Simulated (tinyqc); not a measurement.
CIS and TDHF on RHF in the sto-3g basis, for H2O, spin multiplicity 1, step by step (part 1 of 2). Computed by tinyqc, a small Python program that keeps every step (integrals from PySCF). Settings: charge = 0, multiplicity = 1, basis = sto-3g, method = RHF, energy threshold = 1e-10, iteration cap = 76, orthogonalisation = symmetric, start = Wolfsberg-Helmholz matrix, DIIS depth = 6, TDHF = 1. Command: `OMP_NUM_THREADS=1 python tinyqc.py 29913 29914 out.jsonl` (the two numbers bound the seeds that draw the settings). One thread of a shared host (Intel(R) Xeon(R) Processor @ 2.60GHz), about 0.07 s of CPU time with the checks. The early iterations of the SCF are left out here.

## One-electron integrals

Geometry (angstrom):
```
atom         x          y         z
O     0.000000   0.000000  0.000000
H     0.000000   0.998000  0.607000
H     0.000000  -1.032000  0.627000
```

Basis sto-3g: exponents (1/bohr^2) and contraction coefficients of normalised primitives:
```
element  l (shell)    exponent  coefficient
O            s (1)  130.709320     0.154329
O            s (1)   23.808861     0.535328
O            s (1)    6.443608     0.444635
O            s (2)    5.033151    -0.099967
O            s (2)    1.169596     0.399513
O            s (2)    0.380389     0.700115
O            p (3)    5.033151     0.155916
O            p (3)    1.169596     0.607684
O            p (3)    0.380389     0.391957
H            s (1)    3.425251     0.154329
H            s (1)    0.623914     0.535328
H            s (1)    0.168855     0.444635
```

Overlap, kinetic and nuclear-attraction integrals over the contracted functions; the nuclear repulsion is the sum of Za Zb / Rab.

nuclear repulsion = 7.39068271 hartree

overlap S, lower triangle:
```
           1O 1s     1O 2s    1O 2px     1O 2py    1O 2pz     2H 1s     3H 1s
1O 1s   1.000000
1O 2s   0.236704  1.000000
1O 2px  0.000000  0.000000  1.000000
1O 2py  0.000000  0.000000  0.000000   1.000000
1O 2pz  0.000000  0.000000  0.000000   0.000000  1.000000
2H 1s   0.032681  0.347739  0.000000   0.268708  0.163433  1.000000
3H 1s   0.029790  0.326718  0.000000  -0.255909  0.155480  0.113448  1.000000
```

kinetic energy T (hartree), lower triangle:
```
            1O 1s     1O 2s    1O 2px     1O 2py    1O 2pz      2H 1s     3H 1s
1O 1s   29.003200
1O 2s   -0.168011  0.808128
1O 2px   0.000000  0.000000  2.528731
1O 2py   0.000000  0.000000  0.000000   2.528731
1O 2pz   0.000000  0.000000  0.000000   0.000000  2.528731
2H 1s   -0.008923  0.049561  0.000000   0.127296  0.077424   0.760032
3H 1s   -0.008780  0.039173  0.000000  -0.110855  0.067351  -0.010441  0.760032
```

nuclear attraction V (hartree), lower triangle:
```
             1O 1s      1O 2s     1O 2px     1O 2py     1O 2pz      2H 1s      3H 1s
1O 1s   -61.509707
1O 2s    -7.394042  -9.940653
1O 2px    0.000000   0.000000  -9.818272
1O 2py   -0.000570  -0.006562   0.000000  -9.926271
1O 2pz   -0.010482  -0.129755   0.000000  -0.002870  -9.858182
2H 1s    -1.044205  -2.605578   0.000000  -1.768428  -1.103539  -5.054015
3H 1s    -0.951266  -2.420876   0.000000   1.657864  -1.034486  -0.652726  -4.945580
```

core Hamiltonian H = T + V (hartree), lower triangle:
```
             1O 1s      1O 2s     1O 2px     1O 2py     1O 2pz      2H 1s      3H 1s
1O 1s   -32.506507
1O 2s    -7.562053  -9.132525
1O 2px    0.000000   0.000000  -7.289541
1O 2py   -0.000570  -0.006562   0.000000  -7.397540
1O 2pz   -0.010482  -0.129755   0.000000  -0.002870  -7.329451
2H 1s    -1.053128  -2.556017   0.000000  -1.641132  -1.026115  -4.293983
3H 1s    -0.960047  -2.381703   0.000000   1.547009  -0.967135  -0.663168  -4.185548
```

## Two-electron integrals

Functions are numbered as in S; the eight-fold symmetry (ij|kl) = (ji|kl) = (kl|ij) leaves the list below.

Two-electron integrals (ij|kl) in chemists' order, unique and non-zero (hartree):
```
(11|11) 4.785065    (21|11) 0.741380    (21|21) 0.136873    (22|11) 1.118947
(22|21) 0.256633    (22|22) 0.817206    (31|31) 0.024477    (32|31) 0.037809
(32|32) 0.180518    (33|11) 1.115814    (33|21) 0.256684    (33|22) 0.817023
(33|33) 0.880159    (41|41) 0.024477    (42|41) 0.037809    (42|42) 0.180518
(43|43) 0.047444    (44|11) 1.115814    (44|21) 0.256684    (44|22) 0.817023
(44|33) 0.785270    (44|44) 0.880159    (51|51) 0.024477    (52|51) 0.037809
(52|52) 0.180518    (53|53) 0.047444    (54|54) 0.047444    (55|11) 1.115814
(55|21) 0.256684    (55|22) 0.817023    (55|33) 0.785270    (55|44) 0.785270
(55|55) 0.880159    (61|11) 0.103518    (61|21) 0.018969    (61|22) 0.035404
(61|33) 0.035335    (61|41) 0.000735    (61|42) 0.001389    (61|44) 0.035490
(61|51) 0.000447    (61|52) 0.000845    (61|54) 0.000094    (61|55) 0.035393
(61|61) 0.002662    (62|11) 0.276470    (62|21) 0.064313    (62|22) 0.229806
(62|33) 0.225727    (62|41) 0.004123    (62|42) 0.032805    (62|44) 0.234493
(62|51) 0.002508    (62|52) 0.019953    (62|54) 0.005331    (62|55) 0.228970
(62|61) 0.009105    (62|62) 0.083096    (63|31) 0.006422    (63|32) 0.038491
(63|43) 0.006640    (63|53) 0.004039    (63|63) 0.011264    (64|11) 0.179094
(64|21) 0.042168    (64|22) 0.160879    (64|33) 0.153752    (64|41) 0.008773
(64|42) 0.059982    (64|44) 0.172810    (64|51) 0.001430    (64|52) 0.013071
(64|54) 0.007553    (64|55) 0.155889    (64|61) 0.006206    (64|62) 0.070736
(64|64) 0.070801    (65|11) 0.108928    (65|21) 0.025647    (65|22) 0.097849
(65|33) 0.093515    (65|41) 0.001430    (65|42) 0.013071    (65|44) 0.097029
(65|51) 0.007292    (65|52) 0.046441    (65|54) 0.008777    (65|55) 0.102892
(65|61) 0.003775    (65|62) 0.043023    (65|64) 0.036212    (65|65) 0.033288
(66|11) 0.445583    (66|21) 0.105305    (66|22) 0.433493    (66|33) 0.416909
(66|41) 0.008017    (66|42) 0.089962    (66|44) 0.452843    (66|51) 0.004876
(66|52) 0.054717    (66|54) 0.021855    (66|55) 0.430202    (66|61) 0.015001
(66|62) 0.206054    (66|64) 0.200230    (66|65) 0.121783    (66|66) 0.774606
(71|11) 0.094318    (71|21) 0.017286    (71|22) 0.032270    (71|33) 0.032208
(71|41) -0.000664   (71|42) -0.001257   (71|44) 0.032348    (71|51) 0.000403
(71|52) 0.000763    (71|54) -0.000085   (71|55) 0.032259    (71|61) 0.002383
(71|62) 0.007997    (71|64) 0.005036    (71|65) 0.003319    (71|66) 0.013066
(71|71) 0.002210    (72|11) 0.256855    (72|21) 0.059770    (72|22) 0.214179
(72|33) 0.210356    (72|41) -0.003824   (72|42) -0.030706   (72|44) 0.218575
(72|51) 0.002323    (72|52) 0.018655    (72|54) -0.004994   (72|55) 0.213390
(72|61) 0.008153    (72|62) 0.059291    (72|64) 0.035485    (72|65) 0.029756
(72|66) 0.116037    (72|71) 0.007711    (72|72) 0.072804    (73|31) 0.005910
(73|32) 0.035639    (73|43) -0.006178   (73|53) 0.003753    (73|63) 0.007616
(73|73) 0.009766    (74|11) -0.168133   (74|21) -0.039595   (74|22) -0.151514
(74|33) -0.144844   (74|41) 0.008107    (74|42) 0.055905    (74|44) -0.162661
(74|51) -0.001335   (74|52) -0.012313   (74|54) 0.007071    (74|55) -0.146860
(74|61) -0.005190   (74|62) -0.036011   (74|64) -0.014495   (74|65) -0.017750
(74|66) -0.065933   (74|71) -0.005305   (74|72) -0.062654   (74|74) 0.063094
(75|11) 0.102151    (75|21) 0.024056    (75|22) 0.092053    (75|33) 0.088001
(75|41) -0.001335   (75|42) -0.012313   (75|44) 0.091319    (75|51) 0.006721
(75|52) 0.043120    (75|54) -0.008194   (75|55) 0.096733    (75|61) 0.003414
(75|62) 0.029961    (75|64) 0.017633    (75|65) 0.022429    (75|66) 0.063522
(75|71) 0.003223    (75|72) 0.038066    (75|74) -0.032399   (75|75) 0.029451
(76|11) 0.065969    (76|21) 0.015478    (76|22) 0.059829    (76|33) 0.058580
(76|41) -0.000009   (76|42) -0.000122   (76|44) 0.059993    (76|51) 0.000965
(76|52) 0.009126    (76|54) -0.000025   (76|55) 0.060850    (76|61) 0.002160
(76|62) 0.020810    (76|64) 0.015488    (76|65) 0.012169    (76|66) 0.052731
(76|71) 0.001969    (76|72) 0.019616    (76|74) -0.014866   (76|75) 0.011569
(76|76) 0.006604    (77|11) 0.432075    (77|21) 0.102136    (77|22) 0.421835
(77|33) 0.406019    (77|41) -0.007602   (77|42) -0.086392   (77|44) 0.440312
(77|51) 0.004619    (77|52) 0.052488    (77|54) -0.020835   (77|55) 0.418678
(77|61) 0.013906    (77|62) 0.121331    (77|64) 0.068109    (77|65) 0.065837
(77|66) 0.259879    (77|71) 0.013251    (77|72) 0.190352    (77|74) -0.187093
(77|75) 0.113670    (77|76) 0.052731    (77|77) 0.774606
```

## Orthogonalisation

S = U s U^T; symmetric (Loewdin) form X = U s^(-1/2) U^T, so that X^T S X = 1.

eigenvalues of S: 0.487886  0.569796  0.898931  1.000000  1.086557  1.318114  1.638716

X, lower triangle:
```
            1O 1s      1O 2s    1O 2px     1O 2py     1O 2pz      2H 1s     3H 1s
1O 1s    1.023328
1O 2s   -0.133848   1.123174
1O 2px   0.000000   0.000000  1.000000
1O 2py  -0.000485   0.005360  0.000000   1.064491
1O 2pz  -0.005128   0.046723  0.000000   0.002240   1.021561
2H 1s    0.017894  -0.198579  0.000000  -0.164390  -0.091430   1.101314
3H 1s    0.016838  -0.181943  0.000000   0.154509  -0.084890  -0.038483  1.088812
```

## Iteration 9 (converged): orbitals

converged F (hartree), lower triangle:
```
             1O 1s      1O 2s     1O 2px     1O 2py     1O 2pz      2H 1s      3H 1s
1O 1s   -20.247844
1O 2s    -5.161412  -2.385913
1O 2px    0.000000   0.000000  -0.377889
1O 2py   -0.000694  -0.006284   0.000000  -0.191129
1O 2pz   -0.023330  -0.043962   0.000000  -0.006990  -0.236333
2H 1s    -0.726451  -0.708735   0.000000  -0.359543  -0.268812  -0.354435
3H 1s    -0.662591  -0.662560   0.000000   0.345557  -0.260438  -0.153858  -0.325060
```

Diagonalise F' = X^T F X, C = X C', fill 5 alpha and 5 beta electrons from the bottom; D = 2 C_occ C_occ^T. Each column has its largest component positive (the first on a tie).

F' = X^T F X (hartree), lower triangle:
```
            1          2          3          4          5          6          7
1  -19.875473
2   -2.678581  -1.335959
3    0.000000   0.000000  -0.377889
4   -0.001762   0.004490   0.000000   0.013406
5   -0.046064   0.083154   0.000000  -0.001245  -0.156127
6   -0.065685  -0.366070   0.000000  -0.385124  -0.256173  -0.031482
7   -0.052485  -0.340083   0.000000   0.369576  -0.246505  -0.041034  -0.036955
```

orbital energies (hartree): MO1 -20.255946, MO2 -1.173825, MO3 -0.523573, MO4 -0.394909, MO5 -0.377889, MO6 0.380507, MO7 0.545155

coefficients C:
```
              MO1        MO2        MO3        MO4       MO5        MO6        MO7
1O 1s    0.994557  -0.243345   0.006712   0.081273  0.000000   0.102967  -0.011569
1O 2s    0.023164   0.913860  -0.034763  -0.414222  0.000000  -0.583577   0.071802
1O 2px   0.000000   0.000000   0.000000   0.000000  1.000000   0.000000   0.000000
1O 2py   0.000171   0.006450   0.590086  -0.020449  0.000000   0.073414   0.911055
1O 2pz   0.002393   0.059065   0.028575   0.769944  0.000000  -0.678658   0.060549
2H 1s   -0.004149   0.140004   0.465391   0.323569  0.000000   0.627969  -0.744488
3H 1s   -0.003828   0.129002  -0.445868   0.364030  0.000000   0.730620   0.608013
```

D after iteration 9, lower triangle:
```
            1O 1s      1O 2s    1O 2px     1O 2py    1O 2pz      2H 1s     3H 1s
1O 1s    2.110021
1O 2s   -0.466487   2.016930
1O 2px   0.000000   0.000000  2.000000
1O 2py   0.001798  -0.012288  0.000000   0.697323
1O 2pz   0.101548  -0.531779  0.000000   0.002996  1.194251
2H 1s   -0.017550  -0.044719  0.000000   0.537813  0.541376   0.681808
3H 1s   -0.017214  -0.034977  0.000000  -0.539427  0.550305  -0.143275  0.695946
```

## Convergence

Stop when the energy changes by less than 1e-10 hartree and every element of the error matrix X^T (F D S - S D F) X is below 3e-06.

Course of the cycle:
```
iteration   E (hartree)     change  largest element of the error matrix
1          -74.38751022          -                             5.14e-01
2          -74.86307283  -4.76e-01                             1.41e-01
3          -74.88449198  -2.14e-02                             3.80e-02
4          -74.88709946  -2.61e-03                             7.94e-03
5          -74.88725407  -1.55e-04                             2.42e-03
6          -74.88728330  -2.92e-05                             5.55e-05
7          -74.88728331  -7.06e-09                             1.05e-05
8          -74.88728331  -2.19e-10                             1.67e-06
9          -74.88728331  -6.03e-12                             1.02e-07
```

PySCF RHF in the same basis = -74.88728331 hartree

Converged in 9 iterations.

## Integrals over molecular orbitals

(pq|rs) = sum C_ip C_jq C_kr C_ls (ij|kl), one index at a time.

one-electron integrals over orbitals h = C^T H C (hartree), lower triangle:
```
            1          2          3          4          5          6          7
1  -32.490233
2    0.577339  -7.521634
3   -0.015243   0.030446  -5.787287
4   -0.177821   0.532082  -0.062027  -6.463130
5    0.000000   0.000000   0.000000   0.000000  -7.289541
6   -0.238964   1.114515  -0.137931   1.386754   0.000000  -5.126175
7    0.026557  -0.132068  -1.825484  -0.034951   0.000000  -0.028372  -5.512942
```

Two-electron integrals over orbitals (pq|rs), unique and non-zero (hartree):
```
(11|11) 4.747501    (21|11) -0.435928   (21|21) 0.063119    (22|11) 1.031422
(22|21) -0.016439   (22|22) 0.725661    (31|11) 0.011971    (31|21) -0.001568
(31|22) 0.001048    (31|31) 0.009964    (32|11) -0.009112   (32|21) 0.000655
(32|22) 0.001019    (32|31) 0.015834    (32|32) 0.123528    (33|11) 0.731755
(33|21) -0.004689   (33|22) 0.593763    (33|31) -0.000249   (33|32) 0.000015
(33|33) 0.568321    (41|11) 0.143902    (41|21) -0.019574   (41|22) 0.010078
(41|31) 0.000847    (41|32) 0.000219    (41|33) 0.004555    (41|41) 0.022810
(42|11) -0.141723   (42|21) 0.006969    (42|22) -0.035002   (42|31) 0.000166
(42|32) 0.002279    (42|33) 0.002665    (42|41) 0.020010    (42|42) 0.130515
(43|11) 0.013872    (43|21) -0.000388   (43|22) 0.007021    (43|31) -0.001631
(43|32) 0.031832    (43|33) 0.004440    (43|41) -0.000692   (43|42) -0.006230
(43|43) 0.058054    (44|11) 0.925769    (44|21) -0.010647   (44|22) 0.661455
(44|31) -0.000079   (44|32) -0.007400   (44|33) 0.548481    (44|41) -0.008405
(44|42) -0.090926   (44|43) 0.004323    (44|44) 0.686458    (51|51) 0.025940
(52|51) 0.033661    (52|52) 0.153787    (53|51) -0.000873   (53|52) -0.003223
(53|53) 0.024755    (54|51) -0.010324   (54|52) -0.039203   (54|53) 0.001566
(54|54) 0.044745    (55|11) 1.115364    (55|21) -0.012396   (55|22) 0.759909
(55|31) 0.000337    (55|32) -0.004739   (55|33) 0.581848    (55|41) 0.004037
(55|42) -0.077492   (55|43) 0.008085    (55|44) 0.683239    (55|55) 0.880159
(61|11) 0.184218    (61|21) -0.027902   (61|22) 0.003710    (61|31) 0.001392
(61|32) 0.000921    (61|33) -0.000168   (61|41) -0.004405   (61|42) -0.019891
(61|43) 0.000630    (61|44) 0.013588    (61|55) 0.005132    (61|61) 0.022635
(62|11) -0.245856   (62|21) 0.006197    (62|22) -0.121251   (62|31) 0.000559
(62|32) 0.005993    (62|33) -0.055060   (62|41) -0.017878   (62|42) -0.038858
(62|43) -0.001667   (62|44) -0.059644   (62|55) -0.132175   (62|61) 0.009525
(62|62) 0.088866    (63|11) 0.027368    (63|21) -0.000534   (63|22) 0.015441
(63|31) -0.001844   (63|32) 0.042694    (63|33) 0.010041    (63|41) 0.000282
(63|42) -0.004788   (63|43) 0.045186    (63|44) 0.005571    (63|55) 0.016115
(63|61) 0.000016    (63|62) -0.005946   (63|63) 0.086071    (64|11) -0.282321
(64|21) 0.003789    (64|22) -0.141323   (64|31) -0.000656   (64|32) -0.004540
(64|33) -0.047058   (64|41) -0.002280   (64|42) 0.041730    (64|43) -0.008788
(64|44) -0.133648   (64|55) -0.159025   (64|61) -0.000946   (64|62) 0.062002
(64|63) -0.015759   (64|64) 0.104396    (65|51) -0.012292   (65|52) -0.048729
(65|53) 0.002502    (65|54) -0.008272   (65|65) 0.031847    (66|11) 0.739526
(66|21) -0.007155   (66|22) 0.567593    (66|31) -0.000487   (66|32) -0.012299
(66|33) 0.527227    (66|41) 0.015962    (66|42) 0.045521    (66|43) -0.011097
(66|44) 0.529615    (66|55) 0.556287    (66|61) -0.007711   (66|62) -0.079628
(66|63) -0.009056   (66|64) -0.049892   (66|66) 0.558876    (71|11) -0.020713
(71|21) 0.003282    (71|22) 0.000059    (71|31) 0.013871    (71|32) 0.021410
(71|33) -0.000730   (71|41) -0.000318   (71|42) 0.001050    (71|43) -0.002333
(71|44) -0.001130   (71|55) -0.000553   (71|61) -0.000620   (71|62) 0.001097
(71|63) -0.002160   (71|64) -0.000636   (71|66) -0.001126   (71|71) 0.019811
(72|11) 0.029784    (72|21) -0.000621   (72|22) 0.015169    (72|31) 0.015148
(72|32) 0.061531    (72|33) 0.002827    (72|41) 0.001013    (72|42) -0.000755
(72|43) -0.023564   (72|44) 0.009942    (72|55) 0.015593    (72|61) 0.001099
(72|62) -0.002378   (72|63) -0.024675   (72|64) -0.007716   (72|66) 0.007299
(72|71) 0.020372    (72|72) 0.073312    (73|11) 0.375617    (73|21) -0.006787
(73|22) 0.180011    (73|31) -0.000188   (73|32) -0.011188   (73|33) 0.086834
(73|41) 0.000056    (73|42) -0.068280   (73|43) 0.000498    (73|44) 0.145288
(73|55) 0.209573    (73|61) 0.004727    (73|62) -0.065429   (73|63) 0.002419
(73|64) -0.103958   (73|66) 0.045638    (73|71) -0.000916   (73|72) 0.009033
(73|73) 0.159513    (74|11) 0.007659    (74|21) -0.000105   (74|22) 0.001841
(74|31) -0.006934   (74|32) -0.064965   (74|33) 0.000580    (74|41) 0.000581
(74|42) 0.001802    (74|43) -0.016935   (74|44) 0.006112    (74|55) 0.003795
(74|61) -0.001077   (74|62) -0.005364   (74|63) -0.059500   (74|64) 0.004377
(74|66) 0.012407    (74|71) -0.009824   (74|72) -0.017546   (74|73) 0.010004
(74|74) 0.066995    (75|51) 0.001365    (75|52) 0.005498    (75|53) 0.023861
(75|54) -0.000515   (75|65) -0.000674   (75|75) 0.026468    (76|11) 0.005737
(76|21) -0.000173   (76|22) -0.000666   (76|31) -0.007091   (76|32) -0.082192
(76|33) -0.000524   (76|41) -0.001031   (76|42) -0.004247   (76|43) -0.066669
(76|44) 0.008435    (76|55) 0.002766    (76|61) 0.000207    (76|62) 0.000714
(76|63) -0.074219   (76|64) 0.008293    (76|66) 0.016661    (76|71) -0.009892
(76|72) -0.001939   (76|73) 0.013574    (76|74) 0.057464    (76|76) 0.112411
(77|11) 0.843863    (77|21) -0.009253   (77|22) 0.608191    (77|31) 0.001769
(77|32) 0.014776    (77|33) 0.567597    (77|41) 0.003215    (77|42) -0.023523
(77|43) 0.013990    (77|44) 0.572303    (77|55) 0.610144    (77|61) 0.003792
(77|62) -0.058363   (77|63) 0.022423    (77|64) -0.060839   (77|66) 0.531008
(77|71) 0.001684    (77|72) 0.008163    (77|73) 0.105420    (77|74) -0.010581
(77|76) -0.016423   (77|77) 0.595166
```

## CIS matrix, singlets

A(ia,jb) = (e_a - e_i) d_ij d_ab + 2 (ia|jb) - (ij|ab).

CIS matrix A, singlet (hartree), lower triangle:
```
           1>6        1>7        2>6        2>7        3>6        3>7       4>6       4>7
1>6  19.942195
1>7  -0.006978  19.996860
2>6   0.026205   0.002368   1.164471
2>7   0.002371   0.049997  -0.004091   1.257412
3>6   0.000520   0.002770   0.000407   0.032841   0.548996
3>7   0.016545  -0.003602  -0.048666   0.003291   0.005363   0.820157
4>6  -0.017854  -0.000240   0.078483  -0.011185  -0.020420  -0.141246  0.454592
4>7  -0.001123  -0.022862  -0.006481  -0.011570  -0.052331   0.006018  0.000320  0.501751
5>6   0.000000   0.000000   0.000000   0.000000   0.000000   0.000000  0.000000  0.000000
5>7   0.000000   0.000000   0.000000   0.000000   0.000000   0.000000  0.000000  0.000000

           5>6       5>7
5>6   0.265804
5>7  -0.004114  0.365836
```
